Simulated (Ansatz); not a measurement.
A made-up structure of SiH$_{3}$S (charge -1), closed shell:

| atom | x (Å) | y (Å) | z (Å) |
| --- | --- | --- | --- |
| Si1 | 0.3110 | 1.3535 | 0.1949 |
| S2 | 0.0365 | -0.8725 | -0.2144 |
| H3 | -0.5173 | -1.1559 | 0.9949 |
| H4 | -1.1759 | -0.7400 | -0.8162 |
| H5 | 1.6519 | 1.4396 | -0.2644 |

It is relaxed with PBE-D4/def2-SVPD and then PBE0-D4/def2-TZVPD (Ansatz 0.2.0). Atoms count as bonded within 1.22 times the sum of their covalent radii (H–H: 0.88 Å). The end point is not checked to be a true minimum.

(1) Does its bonding change? (A judgement: the text doesn't fix the answer.)

Results:

(1) By the calculation: No: no bond forms or breaks.

Where it ends: The first stage lowers the energy by 0.83 eV in 19 steps. It ends as SiH₃S ([SiH][SH2]), total charge -1:
Si1  (0.321, 1.575, 0.246)
S2  (-0.020, -0.576, -0.126)
H3  (-0.541, -1.326, 0.921)
H4  (-1.173, -0.924, -0.817)
H5  (1.719, 1.276, -0.329)
(Å)

Labels in which every atom is bracketed show which atoms are joined, not bond orders.

For scale, one of the runs: PBE0-D4/def2-TZVPD relaxation, 116 basis functions, launched by `ansatz run in.yaml --threads 2 --pin off --events-out ev --progress --plain --max-ram 4352MiB`. Hardware: 2 CPU threads of an Arm Neoverse V2, shared host. Wall time about 23 s.
